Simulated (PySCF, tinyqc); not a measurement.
Inside a calculation. Method: coupled-perturbed Hartree-Fock on RHF in the sto-3g basis, for BH, spin multiplicity 1. The lowest restricted solution is unstable here: a spin-polarised one lies 0.0124 hartree lower (PySCF). One step of it, computed by the program tinyqc.

Task: Coupled step 2. U_ai = -(mu_ai + sum_bj [4 (ai|bj) - (ab|ij) - (aj|bi)] U_bj) / (e_a - e_i); alpha = -4 sum U_ai mu_ai.

U after step 1, order a4, a5, a6:
```
[[0.000000, 0.000000, 0.000000],
 [0.000000, 0.000000, 0.000000],
 [0.007941, -0.488567, 1.019279]]
```

dipole integrals <a|z|i> (bohr), order a4, a5, a6:
```
[[0.000000, 0.000000, 0.000000],
 [0.000000, 0.000000, 0.000000],
 [-0.094206, 0.643927, -0.872977]]
```

orbital energies (hartree): [-7.335878, -0.596681, -0.244999, 0.270268, 0.270268, 0.775427]

Two-electron integrals over orbitals (pq|rs), unique and non-zero (hartree):
```
(11|11) 2.890303    (21|11) -0.225157   (21|21) 0.029334    (22|11) 0.601460
(22|21) 0.000070    (22|22) 0.601446    (31|11) -0.219123   (31|21) 0.023050
(31|22) -0.020155   (31|31) 0.034873    (32|11) 0.080014    (32|21) -0.008140
(32|22) -0.074118   (32|31) 0.002970    (32|32) 0.058687    (33|11) 0.700252
(33|21) -0.016323   (33|22) 0.414243    (33|31) 0.004374    (33|32) 0.048118
(33|33) 0.576971    (41|41) 0.021714    (42|41) 0.018805    (42|42) 0.058842
(43|41) 0.018861    (43|42) 0.042537    (43|43) 0.065014    (44|11) 0.741984
(44|21) -0.008792   (44|22) 0.463357    (44|31) -0.007489   (44|32) 0.039948
(44|33) 0.509897    (44|44) 0.586773    (51|51) 0.021714    (52|51) 0.018805
(52|52) 0.058842    (53|51) 0.018861    (53|52) 0.042537    (53|53) 0.065014
(54|54) 0.031630    (55|11) 0.741984    (55|21) -0.008792   (55|22) 0.463357
(55|31) -0.007489   (55|32) 0.039948    (55|33) 0.509897    (55|44) 0.523513
(55|55) 0.586773    (61|11) 0.146090    (61|21) -0.024018   (61|22) -0.013464
(61|31) -0.005815   (61|32) 0.011820    (61|33) 0.024241    (61|44) 0.004117
(61|55) 0.004117    (61|61) 0.030114    (62|11) -0.185848   (62|21) 0.003427
(62|22) 0.009759    (62|31) 0.011110    (62|32) -0.051459   (62|33) -0.037908
(62|44) -0.090151   (62|55) -0.090151   (62|61) 0.004441    (62|62) 0.122440
(63|11) 0.081448    (63|21) -0.004468   (63|22) -0.055918   (63|31) 0.007321
(63|32) 0.049453    (63|33) 0.077289    (63|44) 0.035573    (63|55) 0.035573
(63|61) 0.010964    (63|62) -0.051285   (63|63) 0.070503    (64|41) -0.012233
(64|42) -0.037342   (64|43) -0.015418   (64|64) 0.033676    (65|51) -0.012233
(65|52) -0.037342   (65|53) -0.015418   (65|65) 0.033676    (66|11) 0.681436
(66|21) -0.004102   (66|22) 0.590349    (66|31) -0.019520   (66|32) -0.062179
(66|33) 0.457860    (66|44) 0.480459    (66|55) 0.480459    (66|61) -0.008499
(66|62) 0.019811    (66|63) -0.042092   (66|66) 0.621450
```

Give: U after step 2; polarisability.

Result:

U after step 2, order a4, a5, a6:
```
[[0.0000, 0.0000, 0.0000],
 [0.0000, 0.0000, 0.0000],
 [0.0067, -0.4807, 1.0573]]
```

polarisability = 4.9326 bohr^3
